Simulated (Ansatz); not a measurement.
Input for Ansatz (development build ahead of 0.2.0):

```yaml
crystal:
  periodic: [false, false, false]
  atoms:
    - { symbol: B, position_ang: [0.0, 0.0, -0.20873] }
    - { symbol: H, position_ang: [0.0, 0.0, 1.04363] }
basis:
  gaussian: { orbitals: cc-pVTZ }
hamiltonian:
  xc: hf
correlation:
  method: mp2
  frozen_orbitals: { B: 1, H: 0 }
```

The input is written out in the form of the current development build from the run's settings.

The run gave:

| Item | Value |
| --- | --- |
| Converged | yes |
| Reference energy | -25.12964 hartree |
| Correlation energy | -0.07359 hartree |
| Total energy | -25.20323 hartree |
| Spin squared of the determinant | 0.000 |
